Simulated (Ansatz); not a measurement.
Results of Hartree–Fock in Ansatz (plane waves, PAW) for hcp Hf.

Run with plane-wave cutoff 460 eV, 12×12×6 k mesh (along the axes of the cell as run), Fermi–Dirac smearing 0.05 eV, scalar-relativistic PAW data made under PBE.

Computed at the level's own relaxed cell.

Task: Estimate the lattice constant a and lattice parameter c that the calculation returns.

Result: 
lattice constant a: 3.341 Å
lattice parameter c: 5.223 Å

Measured, for comparison: lattice constant a 3.194 Å (293 K, no zero-point or thermal correction, our sources range from 3.194 to 3.200; as tabulated in Wikipedia's data pages); lattice parameter c 5.051 Å (293 K, no zero-point or thermal correction; as tabulated in Wikipedia's data pages). Computed (rounded) less measured: lattice constant a +4.6 % (+4.4 % to +4.6 % over the range), lattice parameter c +3.4 %.

Spin–orbit coupling is not included.

The computed numbers hold no vibrational or temperature effects.

Ansatz is a first-principles code.
